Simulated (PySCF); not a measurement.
Electronic absorption of 2,3-dimethylbutane

2,3-dimethylbutane, C6H14.
SMILES: `CC(C)C(C)C`

Theory: TDDFT CAM-B3LYP/def2-SVPD, vertical, gas phase, core orbitals frozen in the response in PySCF 2.14.0, density-fitted response routines. Isolated species at its PBE0-D3(BJ)/def2-SVP geometry (one conformer only). Torsions of this conformer, `[CH3:1][CH:2]([CH3:3])[CH:4]([CH3:5])[CH3:6]`: C1–C2–C4–C5 65°.

```json
{"state": "S1", "E (eV)": "8.52", "λ (nm)": "145.5", "ν̃ (cm⁻¹)": "68720", "f": "0.0066", "symmetry": "A", "main configurations (H = HOMO, L = LUMO)": "H→L (91%)"}
{"state": "S2", "E (eV)": "8.68", "λ (nm)": "142.9", "ν̃ (cm⁻¹)": "70000", "f": "0.012", "symmetry": "B", "main configurations (H = HOMO, L = LUMO)": "H-1→L (89%)"}
{"state": "S3", "E (eV)": "8.78", "λ (nm)": "141.2", "ν̃ (cm⁻¹)": "70820", "f": "0.0037", "symmetry": "A", "main configurations (H = HOMO, L = LUMO)": "H-2→L (90%)"}
{"state": "S4", "E (eV)": "9.26", "λ (nm)": "133.8", "ν̃ (cm⁻¹)": "74720", "f": "0.023", "symmetry": "A", "main configurations (H = HOMO, L = LUMO)": "H→L+2 (89%)"}
{"state": "S5", "E (eV)": "9.32", "λ (nm)": "133.1", "ν̃ (cm⁻¹)": "75140", "f": "0.0071", "symmetry": "B", "main configurations (H = HOMO, L = LUMO)": "H-1→L+2 (32%), H→L+3 (28%), H→L+1 (14%)"}
{"state": "S6", "E (eV)": "9.34", "λ (nm)": "132.7", "ν̃ (cm⁻¹)": "75370", "f": "0.017", "symmetry": "B", "main configurations (H = HOMO, L = LUMO)": "H-1→L+2 (32%), H-3→L (22%), H→L+3 (15%)"}
{"state": "S7", "E (eV)": "9.36", "λ (nm)": "132.5", "ν̃ (cm⁻¹)": "75500", "f": "0.020", "symmetry": "A", "main configurations (H = HOMO, L = LUMO)": "H-4→L (44%), H-1→L+3 (24%), H-1→L+1 (16%)"}
{"state": "S8", "E (eV)": "9.37", "λ (nm)": "132.4", "ν̃ (cm⁻¹)": "75540", "f": "0.058", "symmetry": "B", "main configurations (H = HOMO, L = LUMO)": "H→L+1 (65%), H-1→L+2 (25%)"}
{"state": "S9", "E (eV)": "9.46", "λ (nm)": "131.1", "ν̃ (cm⁻¹)": "76300", "f": "0.115", "symmetry": "B", "main configurations (H = HOMO, L = LUMO)": "H→L+3 (39%), H-2→L+3 (25%), H-3→L (19%)"}
{"state": "S10", "E (eV)": "9.50", "λ (nm)": "130.5", "ν̃ (cm⁻¹)": "76630", "f": "0.073", "symmetry": "A", "main configurations (H = HOMO, L = LUMO)": "H-2→L+2 (70%), H-1→L+1 (16%)"}
```

Triplets (Tamm–Dancoff): T1 8.29 eV, H→L (80%); T2 8.39 eV, H-1→L (76%); T3 8.57 eV, H-2→L (82%); T4 9.02 eV, H-1→L+2 (48%), H-1→L (12%), H→L+3 (10%).

The lowest singlet lies at 8.52 eV (146 nm, vacuum ultraviolet) and is weak; its leading configuration is HOMO→LUMO (91%). The most intense listed level is S9 at 9.46 eV (131 nm, f = 0.115), 0.94 eV above S1. S7/S8 lie within about 0.01 eV of each other. Löwdin shares by element: HOMO carbon 60% or more (atoms not listed hold the other 40%); LUMO carbon 39% or more (atoms not listed hold the other 61%). Of the 10 states listed, 7 reach f = 0.01 and none stays under 0.0005. Weighted by f, the mean energy of these states is 9.37 eV. Orbital energies (eV): HOMO-3 -11.12, HOMO-2 -10.29, HOMO-1 -10.19, HOMO -10.02, LUMO 1.35, LUMO+1 2.00, LUMO+2 2.05. No computed singlet lies in the visible range (380 to 750 nm); the lowest, at 146 nm, stands 5.26 eV above its violet end (3.26 eV). The vertical ionisation energy (ΔSCF) is 10.73 eV, 1.23 eV above S10. Symmetry labels in C2 follow from the direction of the transition dipole and are given only for states with f of 0.002 or more. Only the lowest 10 singlets were computed, as vertical energies without vibronic structure.
